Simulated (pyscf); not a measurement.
Br–SiH₂–Br + water (H₂O) -> hydrogen bromide (HBr) + HO–SiH₂–Br (four-centre exchange; singlet surface; Br–Si, H–O broken, Br–H, O–Si formed). Single points on ωB97X-D3(BJ)/def2-SVP structures (PySCF, gas phase). Energies in kJ/mol from the separated reactants.

| level | barrier | reaction energy |
|---|---|---|
| ωB97X-D3(BJ)/def2-TZVP | (withheld) | +0.8 |
| PBE/def2-TZVP | 34.5 | -7.4 |
| r²SCAN/def2-TZVP | 33.7 | -12.4 |
| PBE0-D3(BJ)/def2-TZVP | (withheld) | (withheld) |
| M06-2X/def2-TZVP | 34.5 | -13.3 |
| HF/def2-TZVP | 91.0 | -21.1 |

Fill in the missing entries.


- ωB97X-D3(BJ)/def2-TZVP, barrier: 49.5
- PBE0-D3(BJ)/def2-TZVP, barrier: 36.6
- PBE0-D3(BJ)/def2-TZVP, reaction energy: -4.0

The functionals in the table span 15.9 kJ/mol in this barrier, from r²SCAN to ωB97X-D3(BJ)/def2-TZVP. On the reactant side the descent ends in an adduct with a O–Si contact, 35.1 kJ/mol over the separated species and 14.4 kJ/mol under the saddle at ωB97X-D3(BJ)/def2-TZVP. What is counted as formed (O–Si) is already present as a longer contact in the reactant adduct; forming that adduct is a step of its own. This is the saddle that the search found; another between the same sides may lie lower. Elements up to Kr have no core potential and no relativistic terms here.
